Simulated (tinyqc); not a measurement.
Inside a calculation. Method: Hueckel theory of the pi electrons, for the molecule C=CC(=O)Cl (SMILES; centres numbered as the heavy atoms are written). Computed by tinyqc, a small Python program that keeps every step. Settings: charge = 0. Command: `OMP_NUM_THREADS=1 python tinyqc.py 20697 20698 out.jsonl` (the two numbers bound the seeds that draw the settings). One thread of a shared host (Intel(R) Xeon(R) Processor @ 2.60GHz), about 0.01 s of CPU time with the checks.

## The Hueckel matrix

Centres:
```
centre  z_r, pi electrons of the neutral centre        h
1C                                            1  0.00000
2C                                            1  0.00000
3C                                            1  0.00000
4O                                            1  1.00000
5Cl                                           2  2.00000
```

Bonds:
```
i  j        k
1  2        1
2  3        1
3  4        1
3  5  0.40000
```

H_rr = alpha + h_r beta, H_rs = k_rs beta for bonded centres.

Hueckel matrix in units of beta (H = alpha + beta A), lower triangle:
```
          1C       2C       3C       4O      5Cl
1C   0.00000
2C   1.00000  0.00000
3C   0.00000  1.00000  0.00000
4O   0.00000  0.00000  1.00000  1.00000
5Cl  0.00000  0.00000  0.40000  0.00000  2.00000
```

## Orbitals

pi electrons, sum of z_r less the charge = 6

Diagonalise; E = alpha + x beta with beta < 0, so the largest x are filled first; degenerate levels share their electrons. P = sum n_i c_ri c_si; each orbital has its largest coefficient positive (the first on a tie).

x values: 2.20103  1.71595  1.00000  -0.36960  -1.54738

occupations: 2.00000  2.00000  2.00000  0.00000  0.00000

coefficients:
```
         MO1       MO2       MO3       MO4       MO5
1C   0.10577  -0.21035   0.57735   0.65928  -0.42022
2C   0.23280  -0.36096   0.57735  -0.24367   0.65024
3C   0.40663  -0.40903   0.00000  -0.56922  -0.58595
4O   0.33857  -0.57131  -0.57735   0.41561   0.23002
5Cl  0.80910   0.57599   0.00000   0.09609   0.06607
```

charge and bond-order matrix P, lower triangle:
```
           1C        2C       3C        4O      5Cl
1C    0.77754
2C    0.86777   1.03564
3C    0.25810   0.48461  0.66531
4O   -0.35469  -0.09659  0.74271   1.54871
5Cl  -0.07117  -0.03910  0.18682  -0.11027  1.97280
```

## Energy, charges, bond orders

E = sum n x; q_r = z_r - P_rr; bond order p = P_rs; free valence = sqrt(3) - sum of p over the bonds of the atom.

pi energy = 6 alpha + this times beta = 9.83395

pi charges: 1C 0.22246, 2C -0.03564, 3C 0.33469, 4O -0.54871, 5Cl 0.02720

Bond orders and lengths from R = 1.517 - 0.180 p (angstrom, C-C alone):
```
bond        p        R
1-2   0.86777  1.36080
2-3   0.48461  1.42977
3-4   0.74271        -
3-5   0.18682        -
```

free valence of the carbons: 1C 0.86428, 2C 0.37967, 3C 0.31791

gap between the highest filled and the next level = 1.36960 |beta|
